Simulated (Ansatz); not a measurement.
Reaction (SMILES): C=O (CH2-O) → CH2O+ (doublet, bonded as C=O) + e-
B3LYP-D3(BJ)/def2-TZVP geometries, fixed; electronic energies without zero-point terms.
Largest species:
```xyz
4

O     -0.0009    -0.0102     0.6728
C      0.0007     0.0079    -0.5259
H     -0.0027     0.9554    -1.0993
H      0.0057    -0.9218    -1.1276
```

Basis-set convergence of the adiabatic ionisation energy at PBE with Ansatz (a program for electronic structure). Cartesian d functions, on some or all atoms, in 6-31G*, 6-31+G*; all else is spherical. Open shells are unrestricted. No added dispersion term, no relativity. Functions are those of the species that has most. Reference: the value in aug-pcseg-3, 10.726 eV, itself unsure by roughly 0.003 eV (its mean distance from aug-cc-pVQZ, cc-pV5Z, def2-QZVPPD). Deviations are taken from unrounded values.

```tsv
basis	functions	adiabatic ionisation energy (eV)
6-31G*	34	10.567
6-31+G*	42	10.759
cc-pVDZ	38	10.496
aug-cc-pVDZ	64	10.707
def2-SVP	38	10.602
def2-SVPD	59	10.779
pcseg-1	38	10.690
aug-pcseg-1	64	10.739
6-311G**	48	10.616
6-311+G**	56	10.745
def2-TZVP	74	10.700
def2-TZVPD	95	10.722
cc-pVTZ	88	10.665
aug-cc-pVTZ	138	10.725
pcseg-2	88	10.727
aug-pcseg-2	138	10.735
def2-TZVPP	90	10.699
def2-TZVPPD	111	10.721
cc-pVQZ	170	10.706
aug-cc-pVQZ	252	10.725
def2-QZVPP	174	10.719
def2-QZVPPD	195	10.723
pcseg-3	186	10.726
aug-pcseg-3	268	10.726
```

What the diffuse functions change, pair by pair:
- 6-31G* to 6-31+G*: 8 more functions, deviation -0.159 to 0.033 eV
- cc-pVDZ to aug-cc-pVDZ: 26 more functions, deviation -0.230 to -0.019 eV
- def2-SVP to def2-SVPD: 21 more functions, deviation -0.124 to 0.053 eV
- pcseg-1 to aug-pcseg-1: 26 more functions, deviation -0.036 to 0.013 eV
- 6-311G** to 6-311+G**: 8 more functions, deviation -0.110 to 0.019 eV
- def2-TZVP to def2-TZVPD: 21 more functions, deviation -0.026 to -0.004 eV
- cc-pVTZ to aug-cc-pVTZ: 50 more functions, deviation -0.061 to -0.001 eV
- pcseg-2 to aug-pcseg-2: 50 more functions, deviation 0.001 to 0.009 eV
- def2-TZVPP to def2-TZVPPD: 21 more functions, deviation -0.027 to -0.005 eV
- cc-pVQZ to aug-cc-pVQZ: 82 more functions, deviation -0.020 to -0.001 eV
- def2-QZVPP to def2-QZVPPD: 21 more functions, deviation -0.007 to -0.003 eV
- pcseg-3 to aug-pcseg-3: 82 more functions, deviation 0.000 to 0.000 eV

Leaving out the reference's own pair, they bring the value nearer the reference by more than 0.003 eV in 10 of 11 pairs.
